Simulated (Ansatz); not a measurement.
**Transverse phonon frequency at L of fcc Ag at several levels of theory**

No measured value is used here.

```json
[
 {"level (code)": "LDA (Ansatz)", "value (cm⁻¹)": "82", "cell (Å³/atom)": "16.01"},
 {"level (code)": "PBE (Ansatz)", "value (cm⁻¹)": "71", "cell (Å³/atom)": "17.84"},
 {"level (code)": "r²SCAN (Ansatz)", "value (cm⁻¹)": "…", "cell (Å³/atom)": "17.28"}
]
```

Question: Complete the blanks.

Answer: 
- r²SCAN (Ansatz, a program for electronic structure), value (cm⁻¹): 73

Each level is taken at its own relaxed cell. Cutoffs differ between the levels. Ansatz's density-functional and Hartree–Fock values are scalar-relativistic unless marked +SOC, with PAW data made under PBE.
